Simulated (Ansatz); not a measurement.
# BeBH3 (singlet): from Hartree-Fock to the top rungs at distance Be2–H5 = 1.341 Å, 6-31G

Aim: climb from Hartree-Fock through coupled cluster and multireference methods for BeBH3 (singlet) at one geometry and basis, and see what each rung misses.

Computed with Ansatz 0.2.0, Gaussian basis. Level: 6-31G, core rule «outside noble gas», up to 2 orbitals frozen.

Plan: UHF; CCSD(T) on RHF; BCCD(T) on RHF; CISD; CCSDT(Q) on RHF; CCSDTQ on RHF; CASSCF and MRCISD+Q, 2 electrons in 2 orbitals; CASSCF and NEVPT2, 2 electrons in 2 orbitals; Full CI.

38 further runs of the same task are left out: 22 for a known fault of the program, 13 that didn't finish, 3 set aside as unsound or not needed. Runs told in other sessions of the task aren't counted.

### Step 1. The geometry

The geometry derives from a PBE0/def2-TZVP stationary point (not a proven minimum). One bond is set to the value named and the two fragments are kept rigid.

5 atoms, charge 0, spin multiplicity 1.

Atoms are counted from 1 here; the program's logs count them from 0.

Bond lengths: B1–Be2 1.873 Å, B1–H3 1.202 Å, B1–H4 1.202 Å, Be2–H5 1.341 Å. Angles: Be2–B1–H3 123.4°, Be2–B1–H4 123.4°, H3–B1–H4 113.2°, B1–Be2–H5 180.0°.

### Step 2. UHF

The input, in.yaml:

```yaml
crystal:
  periodic: [false, false, false]
  atoms:
    - {symbol: B, position_ang: [0.000000, 0.000000, 0.822294]}
    - {symbol: Be, position_ang: [0.000000, 0.000000, -1.050867]}
    - {symbol: H, position_ang: [0.000000, 1.003181, 1.484150]}
    - {symbol: H, position_ang: [0.000000, -1.003180, 1.484150]}
    - {symbol: H, position_ang: [0.000000, 0.000000, -2.392096]}
basis:
  gaussian: {orbitals: 6-31G}
magnetization: {spin_polarized: true, initial_magnetization: 0}
hamiltonian: {xc: hf}
output: {orbitals: {seedname: orbitals}}
```

On the command line:

```
$ ansatz run in.yaml --threads 1 --pin off --events-out ev --progress --plain --max-ram 2393MiB
```

Further steps of the session: CCSD(T) on RHF; BCCD(T) on RHF; CISD; CCSDT(Q) on RHF; CCSDTQ on RHF; CASSCF and MRCISD+Q, 2 electrons in 2 orbitals; CASSCF and NEVPT2, 2 electrons in 2 orbitals; Full CI.

Q: Predict the results of all the runs planned. Wanted: FCI from the RHF energy; RMP2 from FCI; RCCSD from FCI; RCCSD(T) from FCI; RCCSDT(Q) from FCI; NEVPT2 pair from FCI; T1 diagnostic; effectively unpaired electrons.

The runs gave:

| quantity | value |
| --- | --- |
| FCI from the RHF energy | -2.6849 eV |
| RMP2 from FCI | +699.0 meV |
| RCCSD from FCI | +58.7 meV |
| RCCSD(T) from FCI | +16.4 meV |
| RCCSDT(Q) from FCI | +0.5 meV |
| NEVPT2 pair from FCI | +641.5 meV |
| levels within 1 kcal/mol (43 meV) | RCCSD(T), BCCD(T), RCCSDT, RCCSDT(Q), RCCSDTQ |
| T1 diagnostic | 0.008 |
| effectively unpaired electrons | 0.03 |

RCCSD(T) misses by +16.4 meV, 0.6 % of the correlation energy. One determinant dominates. These misses are within one basis, not against nature.
